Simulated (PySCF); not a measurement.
# From one method to the next for HCl

Starting from one script, swap the method and compare what comes out for HCl.

Computed with PySCF 2.14.0. Level: each script names its method and basis.

2 further runs of the same task are left out: 2 that didn't finish.

## 1. Where the work starts

HCl: 2 atoms, charge 0, spin multiplicity 1.

Bond lengths: H1–Cl2 1.290 Å.

## 2. The base run

File input.py:

```python
from pyscf import gto, scf

mol = gto.M(
    atom='H 0 0 0; Cl 0 0 1.29',
    basis='def2-svpd',
    charge=0,
    spin=0,
    verbose=4,
)
mf = scf.UHF(mol)
mf.kernel()
mf.dip_moment()
print('orbital energies (hartree):', [e[max(0, n-3):n+3].round(4) for e, n in zip(mf.mo_energy, mol.nelec)])
```

The run is started by

```console
$ OMP_NUM_THREADS=1 python input.py
```

Its log is not repeated here.

Base result: E(SCF) = -459.947617 Eh, 10 cycles, μ = 1.25 D.

The bond length is a typed value, not an optimised one.

## 3. Population analysis

Edit 1 changes step after the SCF: none → analyze.

File input.py:

```python
from pyscf import gto, scf

mol = gto.M(
    atom='H 0 0 0; Cl 0 0 1.29',
    basis='def2-svpd',
    charge=0,
    spin=0,
    verbose=4,
)
mf = scf.UHF(mol)
mf.kernel()
mf.analyze()
print('orbital energies (hartree):', [e[max(0, n-3):n+3].round(4) for e, n in zip(mf.mo_energy, mol.nelec)])
```

The run is started by

```console
$ OMP_NUM_THREADS=1 python input.py
```

## 4. Revtpss (UKS)

Edit 2 changes functional: none (Hartree–Fock) → revtpss; SCF type: UHF → UKS; step after the SCF: none → analyze.

File input.py:

```python
from pyscf import gto, dft

mol = gto.M(
    atom='H 0 0 0; Cl 0 0 1.29',
    basis='def2-svpd',
    charge=0,
    spin=0,
    verbose=4,
)
mf = dft.UKS(mol, xc='revtpss')
mf.kernel()
mf.analyze()
print('orbital energies (hartree):', [e[max(0, n-3):n+3].round(4) for e, n in zip(mf.mo_energy, mol.nelec)])
```

## 5. Polarisability

Edit 3 changes step after the SCF: none → polarizability.

Changes to input.py since step 2:

```diff
@@ -1,2 +1,3 @@
 from pyscf import gto, scf
+from pyscf.prop.polarizability import uhf as pol
 
@@ -11,2 +12,4 @@
 mf.kernel()
+print('polarizability (a.u.)')
+print(pol.Polarizability(mf).polarizability().round(4))
 mf.dip_moment()
```

## 6. Stability test

Edit 4 changes step after the SCF: none → stability.

Changes to input.py since step 2:

```diff
@@ -11,2 +11,3 @@
 mf.kernel()
+mf.stability(internal=True, external=True)
 mf.dip_moment()
```

Q: Predict the outcome of this session. Wanted: for each run, E(SCF); from base; gap; SCF dipole; after the SCF.

As calculated:

```
                run  E(SCF) (hartree)  from base (eV)  cycles  gap (eV)  SCF dipole (D)  after the SCF
               base       -459.947617               0      10     15.32            1.25            n/a
population analysis       -459.947617          0.0000      10     15.32            1.25            n/a
      revtpss (UKS)       -460.516899  not comparable       8      7.57            1.14            n/a
     polarisability       -459.947617          0.0000      10     15.32            1.25            n/a
     stability test       -459.947617          0.0000      10     15.32            1.25         stable
```

**Reading.** A lower total energy from another functional means nothing by itself.
